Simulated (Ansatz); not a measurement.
A series at Si: from tetramethylsilane, ligands are replaced one by one, each step taking up H₂ and setting free CH₄; n counts the steps. Ansatz, PBE0-D4/def2-TZVP geometries.

CBS adds triple-zeta CCSD(T) − MP2 to the MP2 limit, frozen cores; atoms without spin–orbit coupling. 

| n | molecule | atomization energy, CCSD(T)/CBS (kJ/mol) |
| --- | --- | --- |
| 0 | `C[Si](C)(C)C` | ? |
| 1 | `C[SiH](C)C` | 5181.3 |
| 2 | `C[SiH2]C` | 3906.9 |
| 3 | `C[SiH3]` | 2633.9 |
| 4 | SiH₄ | 1362.7 |

By hand: fit a straight line y = ȳ + b (n − n̄) to the 4 given rows and predict n = 0.

n̄ = 2.500, ȳ = 3271.20; Σ(n − n̄)(y − ȳ) = -6364.40, Σ(n − n̄)² = 5.000, so b = -1272.88 kJ/mol a step. Prediction: 3271.20 + (-1272.88) × (-2.500) = 6453.4 kJ/mol.

By hand: compare with the computed value, 6456.7 kJ/mol, and give the steps along the whole series.

The line misses by 3.3 kJ/mol (computed minus predicted). Steps: -1275.4, -1274.4, -1273.0, -1271.2 kJ/mol.

The steps differ by at most 4.2 kJ/mol, 0.3 % of a mean step, so the ligands' effects nearly add and a line is close. The miss is 0.1 % of the series' range. The energies themselves are unsure by some kJ/mol a bond, though much of that is common to the series.
